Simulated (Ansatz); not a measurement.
```csv
atom,x (Å),y (Å),z (Å)
C,-0.0382,0.0227,-0.3086
H,-0.0661,0.0059,1.1013
```

UHF-MP2 on doublet CH was run in several spherical basis sets with Ansatz (development build ahead of 0.2.0). Frozen core: 1 orbital. Caution for UHF-MP2: bonds are stretched, where a single reference can fail; the unrestricted determinant is spin contaminated.

Q: Rank the basis sets by the total energy that they give, lowest first, with the distance from the lowest.
A. def2-SVP
B. cc-pVDZ
C. STO-3G
D. aug-cc-pVDZ

A: D (0.00 eV), B (0.15 eV), A (1.31 eV), C (15.33 eV).

Totals follow the description of the cores as much as that of the bonds, so this order isn't one of quality for chemistry.
